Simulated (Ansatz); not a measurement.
Input file:

```yaml
crystal:
  periodic: [false, false, false]
  atoms:
    - {symbol: P, position_ang: [-0.009591, 0.880668, 1.422556]}
    - {symbol: Ge, position_ang: [-0.010425, 0.106583, -0.913612]}
    - {symbol: Si, position_ang: [0.037539, -1.246900, 0.794107]}
basis:
  gaussian: {orbitals: cc-pVDZ}
magnetization: {spin_polarized: true, initial_magnetization: 3}
hamiltonian: {xc: {name: PBE0}}
output: {forces: true, orbitals: {seedname: orbitals}}
```

```sh
$ ansatz run in.yaml --threads 1 --pin off --events-out ev --progress --plain --max-ram 2393MiB
```

The program prints:

```
706 factors; integrals over basis functions are off by at most 8.3e-4 eV
mean field evaluation 1: about -73665.8858 eV, gradient 1.0e1 eV
mean field evaluation 2: about -73664.1258 eV, gradient 1.8e1 eV
mean field evaluation 4: about -73666.8185 eV, gradient 1.3e0 eV
mean field evaluation 8: about -73666.8833 eV, gradient 1.0e-1 eV
mean field evaluation 16: about -73666.8851 eV, gradient 3.0e-3 eV
mean field evaluation 32: about -73666.8796 eV, gradient 6.1e-1 eV
mean field -73666.88514098 eV, -2707.2080957228 hartree, gradient 1.8e-5 eV, S^2 3.773430; 5 other end points of the search recorded, 0 dependent functions left out
the calculation of the forces begins
reference -73666.88516276 eV, -2707.2080965233 hartree; 32, 29 occupied and 31, 34 virtual orbitals, 706 factors
Total energy: -73666.88516276 eV, -2707.2080965233 hartree
Atom 0 at    -0.009591     0.880668     1.422556 Å, force    -0.012323     0.572137     0.210192 eV/Å
Atom 1 at    -0.010425     0.106583    -0.913612 Å, force    -0.024334     0.671077    -0.911462 eV/Å
Atom 2 at     0.037539    -1.246900     0.794107 Å, force     0.036656    -1.243214     0.701270 eV/Å
Dipole moment:     0.001768    -0.136465    -0.187444 e Å
```

Forces (eV/Å):
```
P   -0.012  0.572  0.210
Ge  -0.024  0.671 -0.911
Si   0.037 -1.243  0.701
```

Ran on 1 thread of AMD EPYC, shared host: 12 s wall, 0.19 GiB peak host memory.
